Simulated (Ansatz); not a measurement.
Geometry optimisation, UKS PBE0-D4/def2-SVP in Ansatz.

The input (input.yaml):

```yaml
crystal:
  periodic: [false, false, false]
  atoms:
    - { symbol: F, position_ang: [-1.3605, 0.3752, -1.1465] }
    - { symbol: C, position_ang: [-0.6698, -0.4821, -0.419] }
    - { symbol: Al, position_ang: [0.7671, 0.4881, 0.508] }
    - { symbol: H, position_ang: [-0.1568, -1.2334, -1.0972] }
    - { symbol: H, position_ang: [-1.3187, -0.9811, 0.3107] }
    - { symbol: H, position_ang: [0.451, 1.6642, 1.5591] }
    - { symbol: H, position_ang: [2.3489, 0.101, 0.2392] }
magnetization:
  spin_polarized: true
basis:
  gaussian: { orbitals: def2-SVP }
hamiltonian:
  xc: pbe0
  dispersion: d4
relax:
  f_tol: 0.02
  max_steps: 40
```

Command:

```bash
$ ansatz run input.yaml --threads 1 --pin off --max-ram 2048MiB --backend cpu --events-out ev --progress --plain --runs-dir out
```

Where does it end, and by what steps?

The run converged. After 10 steps the energy has fallen by 0.246 eV; H7 moved furthest, 0.71 Å.

| step | energy less start (eV) | largest force component (eV/Å) | accepted |
| --- | --- | --- | --- |
| 0 | 0.0000 | 2.255 | yes |
| 1 | -0.1666 | 1.062 | yes |
| 2 | -0.1977 | 0.252 | yes |
| 3 | -0.2147 | 0.346 | yes |
| 4 | -0.2103 | 0.727 | no |
| 5 | -0.2272 | 0.148 | yes |
| 6 | -0.2338 | 0.176 | yes |
| 7 | -0.2366 | 0.269 | yes |
| 8 | -0.2450 | 0.047 | yes |
| 9 | -0.2457 | 0.083 | yes |
| 10 | -0.2464 | 0.006 | yes |

```xyz
7
Properties=species:S:1:pos:R:3
F -1.738 0.324 -0.652
C -0.616 -0.462 -0.436
Al 0.815 0.519 0.528
H -0.254 -0.840 -1.414
H -0.921 -1.371 0.120
H 0.605 2.024 0.985
H 2.170 -0.262 0.824
```

Whether the end is a true minimum wasn't checked by a vibrational analysis.

Run time: 35 s on 1 thread of Arm Neoverse V1, on a shared host, peak memory 0.15 GiB.
